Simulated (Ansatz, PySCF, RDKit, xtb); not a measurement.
**CH6AlO+: from the formula to a structure**

Only the formula CH6AlO+ is given (charge +1). Aim: find the structure of lowest free energy at 298.15 K, then its properties.

Plan: many cheap relaxations first (GFN2-xTB), then density-functional screening, relaxation at r2SCAN-D4/def2-TZVP, vibrations and a final energy. The numbers are computed, not measured.

7 further runs of the same task are left out: 7 set aside as unsound or not needed.

## Step 1: Possible bonding patterns

A program enumerates the bonding patterns with one Lewis structure each (two rings at most, one unusual centre or charged pair), with their diastereomers. O–O, O–halogen and N–halogen bonds and N–N–N chains are not drawn. That gives 3 candidates.

```csv
label,SMILES,spin
c115,[OH2+][CH2][AlH2],singlet
c358,C[OH+][AlH2],singlet
c871,[CH3][AlH][OH2+],singlet
```

Candidates are built by distance geometry, with a force field where one applies, in up to four conformers (letters a to d). 11 starts with atoms placed at random are added, to find patterns that the rules miss.

**Question.** With final energies at CCSD(T)/def2-TZVP, which structure will this search put lowest in free energy, and by what margin?

| quantity | value |
| --- | --- |
| lowest structure found | [CH3][AlH][OH2+], singlet, Cs |
| next finalist | C[OH+][AlH2], singlet, 20.8 kcal/mol higher in G |
| share at equilibrium, among the finalists | 100.0 % |
| harmonic wavenumbers, lowest and highest (r2SCAN-D4/def2-TZVP) | 51 and 3782 cm⁻¹ |
| rotational constants, same geometry | 0.6168, 0.1916, 0.1503 cm⁻¹ |
| HOMO energy (PBE0/def2-TZVPD) | -13.59 eV |
| LUMO energy (PBE0/def2-TZVPD) | -5.92 eV |
| HOMO–LUMO gap (PBE0/def2-TZVPD) | 7.67 eV |
| lowest excitation (TD-CAM-B3LYP/def2-SVPD) | 6.15 eV (f = 0.000) |
| strongest of the states computed, same level | 8.24 eV (f = 0.313) |
| lowest triplet excitation, same level, Tamm-Dancoff | 5.69 eV |
| vertical ionisation energy | 15.96 eV |
| vertical recombination energy (electron added) | 4.30 eV |
| vertical triplet less singlet | +5.63 eV |

The search ends on `[CH3][AlH][OH2+]`. The margin of 20.8 kcal/mol over the next finalist is beyond the usual error of the last level; it says nothing of structures that weren't ranked. GFN2-xTB, HF/STO-3G, r2SCAN-D4/def2-SVP, r2SCAN-D4/def2-TZVP, HF/def2-TZVP and MP2/def2-TZVP already put its bonding pattern lowest among the structures in one piece. Lowest found is not proven lowest: the search is finite, and each finalist counts with one conformer. Patterns outside the rules of the enumeration were met only by chance.
